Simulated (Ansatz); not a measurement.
Reaction (isomerisation): `CC1=C(F)C1C` → `C#CC(C)(C)F`

Computed with Ansatz on PBE0-D4/def2-TZVP structures; ΔE is electronic, products minus reactants. CCSD(T)/CBS is the MP2 limit (def2-TZVPP, def2-QZVPP) plus CCSD(T) − MP2 in def2-TZVPP, frozen cores. DFT in def2-TZVPP. B3LYP here is the variant with VWN-RPA as its local correlation; programs differ in this.

```tsv
level	ΔE (kcal/mol)	difference from CCSD(T)/CBS
PBE-D4	-13.7	10.2
r2SCAN-D4	-18.2	5.7
PBE0-D4	-14.5	9.4
B3LYP-D4	-20.7	3.2
ωB97X-V	-18.8	5.1
ωB97M-V	-21.1	2.8
B2PLYP	-22.4	1.5
PBE	-13.3	10.6
r2SCAN	-18.1	5.8
PBE0	-14.3	9.6
B3LYP	-20.1	3.8
HF/def2-TZVPP	-26.8	-2.9
MP2/def2-TZVPP	-23.1	0.8
SCS-MP2/def2-TZVPP	-24.3	-0.4
CCSD/def2-TZVPP	-23.9	0.0
CCSD(T)/def2-TZVPP	-23.5	0.4
HF/def2-QZVPP	-26.7	-2.8
MP2/def2-QZVPP	-23.3	0.6
SCS-MP2/def2-QZVPP	-24.5	-0.6
HF/CBS(def2)	-26.6	-2.7
MP2/CBS(def2)	-23.5	0.4
CCSD/CBS(def2)	-24.3	-0.4
CCSD(T)/CBS	-23.9	0
```

Largest T1 diagnostic among the species: 0.011.

From PBE to PBE0 (25 % exact exchange), in def2-TZVPP and without D4, ΔE moves by −0.9 kcal/mol. In def2-TZVPP, CCSD(T) changes the Hartree–Fock value by +3.3 kcal/mol (the triples alone add +0.4 kcal/mol) and MP2 by +3.7 kcal/mol.
